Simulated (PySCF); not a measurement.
# C2ClF3: calculation against experiment

**What was measured.**

NIST CCCBDB Release 22 (SRD 101), experimental dipoles lists, for the gas: dipole moment (dielectric constant against temperature) 0.58 ± 0.04 D.

The runs below try to reproduce these values; the comparison stands at the end.

C2ClF3.
SMILES with atom numbers: `[F:1][C:2]([F:3])=[C:4]([F:5])[Cl:6]`

Geometry (PBE0-D3(BJ)/def2-SVP, Å), atoms numbered from 1 in this order:
```
atom  x, y, z in Å
F1     0.3221   -0.6433    1.6609
C2     0.1701    0.1616    0.6427
F3     0.3477    1.4169    0.9523
C4    -0.1366   -0.2642   -0.5837
F5    -0.3039   -1.5502   -0.8293
Cl6   -0.3363    0.7832   -1.9122
```

Runs made with PySCF (gas phase, on this PBE0-D3(BJ)/def2-SVP geometry; no spin–orbit coupling):

```tsv
level	job	basis functions
PBE0-D3(BJ)/def2-SVP, grid level 1	geometry optimisation from an MMFF94s start shaken at random	88
PBE0/def2-SVPD	10 singlets by full TDDFT, 4 Tamm–Dancoff triplets, polarisability, ΔSCF ions	136
BHandHLYP/def2-SVPD	10 singlets by full TDDFT, 4 Tamm–Dancoff triplets, polarisability, ΔSCF ions	136
CAM-B3LYP/def2-SVPD	10 singlets by full TDDFT, 4 Tamm–Dancoff triplets, polarisability, ΔSCF ions	136
LC-wPBE/def2-SVPD	10 singlets by full TDDFT, 4 Tamm–Dancoff triplets, polarisability, ΔSCF ions	136
PBE0/6-31G*	10 singlets by full TDDFT, 4 Tamm–Dancoff triplets, polarisability	88
wB97X-D/def2-SVPD	10 singlets by full TDDFT, 4 Tamm–Dancoff triplets, polarisability, ΔSCF ions	136
PBE0/6-31+G*	10 singlets by full TDDFT, 4 Tamm–Dancoff triplets, polarisability	112
PBE0/aug-cc-pVDZ	10 singlets by full TDDFT, 4 Tamm–Dancoff triplets, polarisability	142
PBE0/aug-cc-pVTZ	10 singlets by full TDDFT, 4 Tamm–Dancoff triplets, polarisability	280
PBE0/def2-SVP	10 singlets by full TDDFT, 4 Tamm–Dancoff triplets, polarisability	88
PBE0/def2-TZVP	10 singlets by full TDDFT, 4 Tamm–Dancoff triplets, polarisability	192
```

All basis functions are spherical.

**Comparison with experiment**

**Dipole moment.** Measured: 0.58 D (NIST CCCBDB Release 22 (SRD 101), experimental dipoles).

```csv
level,computed (D),computed − measured (D),% (from the printed values)
PBE0-D3(BJ)/def2-SVP,0.38,-0.20,-34
PBE0/def2-SVPD,0.38,-0.20,-34
BHandHLYP/def2-SVPD,0.48,-0.10,-17
CAM-B3LYP/def2-SVPD,0.43,-0.15,-26
LC-wPBE/def2-SVPD,0.37,-0.21,-36
PBE0/6-31G*,0.33,-0.25,-43
wB97X-D/def2-SVPD,0.37,-0.21,-36
PBE0/6-31+G*,0.43,-0.15,-26
PBE0/aug-cc-pVDZ,0.36,-0.22,-38
PBE0/aug-cc-pVTZ,0.36,-0.22,-38
PBE0/def2-SVP,0.38,-0.20,-34
PBE0/def2-TZVP,0.37,-0.21,-36
```

12 of the 15 levels run are shown, the closest and the furthest among them. All 15 levels lie below the measurement. The computed dipoles belong to one fixed geometry; measured ones are averaged over vibrations unless marked μe. Magnitudes are compared, not signs.

The geometry is computed, not the measured one. Where a level misses, the cause wasn't examined.
